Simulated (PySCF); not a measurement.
Cartesian coordinates (Å):
```xyz
1

Cl     0.0000     0.0000     0.0000
```
Charge 0, spin multiplicity 2.

Q: What is the computed highest occupied spin orbital, dipole moment and total energy (PySCF with CAM-B3LYP-D3(BJ)/def2-TZVP)?

A: 
| Property | Result |
|---|---|
| highest occupied spin orbital | -11.00 eV |
| dipole moment | 0.000 e·Å |
| total energy | -460.1662 Ha |
